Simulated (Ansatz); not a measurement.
## Ansatz (development build ahead of 0.2.0) run

```yaml
crystal:
  periodic: [false, false, false]
  atoms:
    - { symbol: C, position_ang: [0.0, 0.0, 0.0] }
    - { symbol: H, position_ang: [1.01574, 0.0, 0.0] }
    - { symbol: H, position_ang: [-0.50787, 0.87966, 0.0] }
    - { symbol: H, position_ang: [-0.50787, -0.87966, 0.0] }
basis:
  gaussian: { orbitals: cc-pVTZ }
total_charge: 1
hamiltonian:
  xc: hf
correlation:
  method: mp2
  frozen_orbitals: { C: 1, H: 0 }
```

The input is written out in the form of the current development build from the run's settings.

Output:

```json
{
 "Converged": "yes",
 "Reference energy": "-39.23823 hartree",
 "Correlation energy": "-0.13017 hartree",
 "Total energy": "-39.36840 hartree",
 "Spin squared of the determinant": "0.000"
}
```
